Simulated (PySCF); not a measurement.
## Gas-phase XPS of `C=N[SiH3]`, computed

Species: CH5NSi.
Z-matrix (Å and degrees, PBE0-D3(BJ)/def2-SVP geometry), rows numbered from 1:
```
C 
N   1  1.2613
Si  2  1.7562  1  124.93
H   1  1.1067  2  120.48  3  -179.96
H   1  1.1128  2  124.64  3     0.03
H   3  1.5030  2  112.58  1    -0.10
H   3  1.4909  2  108.02  1   120.89
H   3  1.4909  2  108.03  1  -121.06
```

Computed, not measured: delta-SCF UKS SCAN, pcX-2 on the ionised atom, pcseg-1 elsewhere, spin-free X2C in PySCF. These are vertical core ionisation energies against the vacuum level, from separate self-consistent calculations with and without the core hole.

**Question.** What binding energy does each computed site have?

**Answer.** 
```
atom(s)   environment     level  binding energy (eV)  2p1/2 (eV)  count
     C1    C=N carbon      C 1s               292.29           –      1
     N2  C=N nitrogen      N 1s               404.66           –      1
    Si3  SiH3 silicon  Si 2p3/2               107.13      107.76      1
    Si3  SiH3 silicon     Si 1s              1846.95           –      1
```

**Question.** Which effective nuclear charge Zeff reproduces each element's mean 1s value in the hydrogen-like formula E = 13.606 eV × Zeff²?

**Answer.** C (Z = 6): mean 292.3 eV, Zeff = 4.64, Z − Zeff = 1.36; N (Z = 7): mean 404.7 eV, Zeff = 5.45, Z − Zeff = 1.55; Si (Z = 14): mean 1846.9 eV, Zeff = 11.65, Z − Zeff = 2.35. Means run over the listed sites, weighted by atom count.

**Question.** What is the longest wavelength that can ionise C 1s of C1 vertically?

**Answer.** λ = hc/E = 12398.42 eV Å / 292.29 eV = 42.418 Å.

Spin–orbit and ligand-field terms were added within each 2p shell after the spin-free SCF. 2p1/2 minus 2p3/2 (ligand field included): Si 0.62 eV. Isolated species at its PBE0-D3(BJ)/def2-SVP geometry, gas phase.
